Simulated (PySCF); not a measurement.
**S₂ at PBE0**

Level: PBE0. PySCF, no relativity, basis sets S 6-311G(d,p).

```
state                                         : singlet, one real π or δ orbital doubly filled, a mixture of terms (⟨Lz²⟩ = 2.0), a second solution, started from another occupation
bond length                                   : 3.605 bohr
harmonic wavenumber                           : 718 cm⁻¹
force constant                                : 4.86 mdyn/Å
rotational constant Be                        : 0.2897 cm⁻¹
anharmonicity ωexe                            : 2.55 cm⁻¹
vibration–rotation constant αe                : 0.00152 cm⁻¹
energy of the minimum from ground-state S + S : -3.10 eV
HOMO–LUMO gap                                 : 1.31 eV
bond order (Mayer)                            : 1.76
```
